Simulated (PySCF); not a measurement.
Molecule: SMILES FC(C#N)(F)F, C2F3N.

Atoms are numbered as in `[N:1]#[C:2][C:3]([F:4])([F:5])[F:6]`.

Spin–spin couplings on one PBE0-D3(BJ)/def2-SVP geometry, PySCF 2.14.0 with density-fitted response routines, gas phase, non-relativistic, equivalent pairs averaged; isotopes 13C, 19F, 15N; basis pcJ-1.

How do the couplings (Hz) change with the functional? Times are CPU seconds on shared hosts with different chips, so compare them loosely.

Answers


```
functional  functions  1J(C3,F4)  1J(C2,C3)  1J(N1,C2)  2J(C2,F4)  2J(F4,F5)  core-s
       LDA        162     -358.3      103.6       -5.7       58.7       -2.4     7.6
       PBE        162     -371.7      115.7       -8.2       62.8       19.2      12
       KT2        162     -384.0      100.6       -1.3       54.0      -23.1      13
     B3LYP        162     -340.5      131.8      -17.3       64.3       75.2      23
      PBE0        162     -333.7      127.2      -16.4       62.2       85.0      15
     B97-2        162     -331.1      125.9      -15.7       59.0       64.5      14
 BHandHLYP        162     -290.2      149.8      -31.3       64.1      149.3      14
 CAM-B3LYP        162     -325.9      133.6      -19.9       64.0       85.3      18
``` Left out for a near triplet instability: HF/pcJ-1.
